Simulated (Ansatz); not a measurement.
System: fluorite CdF2. Method: Hartree–Fock (PAW; Ansatz, a first-principles code).

Settings: plane-wave cutoff 520 eV, 8×8×8 k mesh, scalar-relativistic PAW data made under PBE.

Computed at the level's own relaxed cell.

Elastic tensor (GPa, Voigt notation, ions relaxed):

```
  185.4    57.4    57.4     0.0     0.0     0.0
   57.4   185.4    57.4     0.0     0.0     0.0
   57.4    57.4   185.4     0.0     0.0     0.0
    0.0     0.0     0.0    22.7     0.0     0.0
    0.0     0.0     0.0     0.0    22.7     0.0
    0.0     0.0     0.0     0.0     0.0    22.7
```

### Question
Work out the Voigt, Reuss and Hill averages of the bulk and shear moduli, Young's modulus and Poisson's ratio from the printed constants.

### Answer
K_V = [C11 + C22 + C33 + 2(C12 + C13 + C23)]/9 = [556.2 + 2 × 172.2]/9 = 100.1 GPa. G_V = [556.2 − 172.2 + 3 × 68.1]/15 = 39.2 GPa. From the compliances S = C⁻¹, K_R = 100.1 and G_R = 30.6 GPa. Hill means: K = 100.1, G = 34.9 GPa. E = 9KG/(3K + G) = 94 GPa, ν = (3K − 2G)/(6K + 2G) = 0.34, K/G = 2.87.

The computed numbers hold no vibrational or temperature effects.
